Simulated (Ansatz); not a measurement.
## AlClFH, SMILES [F][AlH][Cl]: a composite energy at a relaxed geometry, step by step

Program: the Python package of Ansatz (0.2.0).

Input file `alclfh.xyz`:
```text
4

F     0.56020   -1.12620    1.39720
Al    0.10610    0.04300    0.03860
Cl   -1.74830   -0.27610   -1.17920
H     1.13750    1.29900   -0.27700
```

Run as a notebook:

In [1]:
```python
import ansatz as az
import numpy as np
```

In [2]:
```python
BASIS = "def2-SVP"
XC = "PBE0"
```

In [3]:
```python
molecule = az.Crystal.molecule_from_extxyz("alclfh.xyz")
```

In [4]:
```python
setup = molecule.calculation().basis(gaussian=BASIS).functional(XC)
symbols = [site.symbol for site in molecule.cartesian_sites]
start = np.array([site.position_ang for site in molecule.cartesian_sites], dtype=float)
summary = setup.relax(force_tolerance=0.01).run(threads=1).report
end = np.array(summary["positions_ang"])
print("final positions (A) and the move of each atom")
for symbol, xyz, old in zip(symbols, end, start):
    print(f"{symbol:2s} {xyz[0]:10.5f} {xyz[1]:10.5f} {xyz[2]:10.5f}   {np.linalg.norm(xyz - old):7.4f}")
```
```text
final positions (A) and the move of each atom
F     0.47057   -1.03487    1.25261    0.1931
Al    0.12114    0.03599    0.03573    0.0168
Cl   -1.62452   -0.29433   -1.05913    0.1734
H     1.08831    1.23291   -0.24961    0.0868
```

In [5]:
```python
minimum = az.Crystal.molecule()
for symbol, place in zip(symbols, end):
    minimum = minimum.atom(symbol, place.tolist())
at_minimum = minimum.calculation()
# MP2 extrapolated to the basis limit, plus the small-basis difference CCSD(T) - MP2
level = lambda method, basis: at_minimum.basis(gaussian=basis).correlation(method).run(threads=1).report
small, large, cluster = level("mp2", "cc-pVDZ"), level("mp2", "cc-pVTZ"), level("ccsd_t", "cc-pVDZ")
corr = lambda each: (each["free_energy_ev"] - each["reference_energy_ev"]) / 27.211386246
mp2_limit = (27 * corr(large) - 8 * corr(small)) / 19
pieces = {"HF / cc-pVTZ": large["reference_energy_ev"] / 27.211386246, "MP2 correlation, DZ-TZ limit": mp2_limit, "CCSD(T) - MP2 / cc-pVDZ": corr(cluster) - corr(small)}
for name, value in pieces.items():
    print(f"{name:32s} {value:14.6f} Ha")
print(f"{'sum':32s} {sum(pieces.values()):14.6f} Ha")
print("T1 diagnostic", round(cluster["correlation"]["coupled_cluster"]["t1_diagnostic"], 4))
```
```text
HF / cc-pVTZ                        -801.656833 Ha
MP2 correlation, DZ-TZ limit          -0.572222 Ha
CCSD(T) - MP2 / cc-pVDZ               -0.027854 Ha
sum                                 -802.256909 Ha
T1 diagnostic 0.0125
```

Total energies depend on the basis set; only differences at equal settings carry meaning. The sum leaves out core correlation, relativity, the Hartree-Fock basis error and zero-point energy; a DZ-TZ extrapolation is rough. Inner cores stay frozen, so this is valence correlation. For Al to Cl the sets with a tight d function, cc-pV(X+d)Z, are usual. An extrapolation from small basis sets is rough. Run time: 11 s on 1 thread of Arm Neoverse V2, with other jobs on the host, peak memory 0.23 GiB.
